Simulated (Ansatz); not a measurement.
CH2N2 (`N=C=N`), relaxed with RKS PBE-D4/def2-SVP in the Gaussian-basis code of Ansatz from a rough embedded geometry. The force threshold is 0.03 eV/Å; the program also tests the step.

Charge 0, multiplicity 1.

Start:

```xyz
5

N     0.166   -0.423   -1.050
C    -0.005   -0.008   -0.020
N    -0.139    0.414    1.032
H    -0.401    0.189   -1.687
H     0.379   -0.171    1.725
```

| step | energy (eV) | largest force (eV/Å) | largest move (Å) |
| --- | --- | --- | --- |
| 1 | -4039.1703 | 13.940 | 0.000 |
| 2 | -4040.5972 | 1.051 | 0.131 |
| 3 | -4040.7881 | 1.591 | 0.193 |
| 4 | -4040.9088 | 1.638 | 0.199 |
| 5 | -4041.0052 | 0.878 | 0.028 |
| 6 | -4041.0667 | 0.157 | 0.064 |
| 7 (rejected) | -4040.9979 | 0.435 | 0.147 |
| 8 (rejected) | -4041.0583 | 0.407 | 0.071 |
| 9 | -4041.0738 | 0.235 | 0.036 |
| 10 | -4041.0761 | 0.094 | 0.019 |
| 11 | -4041.0765 | 0.018 | 0.003 |

End:

```xyz
5

N     0.227   -0.148   -1.226
C     0.116    0.079   -0.018
N     0.195    0.435    1.162
H    -0.601   -0.111   -1.828
H     0.063   -0.254    1.910
```

Hardware: 4 threads of an Arm Neoverse N1 on a shared host. Wall time 5 s, peak host memory 0.1 GiB.
